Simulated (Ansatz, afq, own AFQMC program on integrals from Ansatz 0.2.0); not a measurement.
# P, quartet → P⁺, quintet, worked out

A free P atom.

Both states at this geometry.

Basis cc-pVTZ. Noble-gas cores (and the filled d shells of Ga–Kr and In–Xe) are frozen. Ansatz 0.2.0 and our own AFQMC program on the same integrals; the CISD trial comes from CCSD amplitudes, and released means the phaseless constraint is let go. Error bars are statistical, one sigma.

Total energies in eV. CBS is CCSD(T) at the limit of def2-TZVPP/QZVPP (extrapolated itself); the highest rung of each member is named.

Cautions: P⁺ (quintet): another spin lies lower; this isn't the first ionization; core correlation is missing, and it shifts such a gap most where an s electron is promoted.

```tsv
member	count	CCSD(T)/cc-pVTZ	highest rung in cc-pVTZ	which	CCSD(T)/CBS
P⁺, quintet	+1	-9258.4200	-9258.4235	FCI	-9258.6180
P, quartet	-1	-9274.2124	-9274.2370	FCI	-9274.5665
```

Work out the best estimate of the vertical ionization energy: the CCSD(T)/CBS difference plus the step from CCSD(T) to the highest rung.

Sums with the counts: CCSD(T)/CBS 15.9485 eV, highest rung 15.8135 eV, CCSD(T)/cc-pVTZ 15.7924 eV. The step is 15.8135 − 15.7924 = 0.0211 eV, so the best estimate is 15.9485 + (0.0211) = 15.9696 eV. The basis set is worth 0.156 eV of it. Zero-point, core-correlation and spin–orbit terms aren't in it. Past Ne the Hartree–Fock part of each CBS total tends to overshoot, since the cores don't follow the formula; that largely cancels in the difference.

Best estimates are given only where the step beyond CCSD(T) is under 0.3 eV and no member's determinant is very poor (T1 over 0.05, or 0.07 for open shells, ⟨S²⟩ too high by 0.3, two states mixed), so the hardest cases are missing from such tables.

Each member of a difference takes its own highest rung, so a best estimate needn't equal the limit plus the step of one row.
